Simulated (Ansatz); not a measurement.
Reaction (atomization): `CC1CC1=N` → 4 C• + 7 H• + N•

Calculated with Ansatz (gas phase, PBE0-D4/def2-TZVP geometries, no zero-point term in ΔE). CBS: MP2 limit from def2 TZ/QZ plus the TZ coupled-cluster correction, frozen cores. This one scheme is used for every species, atoms too. Functionals use def2-TZVPP. B3LYP here is the variant with VWN-RPA as its local correlation; programs differ in this. Open shells (•) are unrestricted, without spin–orbit coupling. Spin–orbit coupling would lower the free atoms: a little for C. Each species was taken in one conformer, which may not be the lowest.

CCSD(T)/CBS gives +50.45 eV.

Task: Another level gave +50.77 eV. Which?
A. PBE/def2-TZVPP
B. B3LYP/def2-TZVPP
C. ωB97M-V/def2-TZVPP
D. B3LYP-D4/def2-TZVPP

Result: D. B3LYP-D4 50.77, ωB97M-V 50.82, B3LYP 50.43, PBE 52.08 eV.

Largest T1 diagnostic among the species: 0.011.

In def2-TZVPP, CCSD(T) changes the Hartree–Fock value by +12.91 eV (the triples alone add +0.82 eV) and MP2 by +13.77 eV; breaking electron pairs costs correlation energy, which Hartree–Fock lacks. The D4 term adds +0.34 eV with B3LYP and +0.18 eV with PBE0; it sums over pairs of atoms, weighted by their polarisabilities, and B3LYP, whose exchange is more repulsive, gets the larger term.

For atomizations the MP2-based limit and the directly extrapolated one differ by several kJ/mol either way, and by 10 to 25 for some Ge, Se and Sn compounds, so smaller differences from it don't rank the levels.
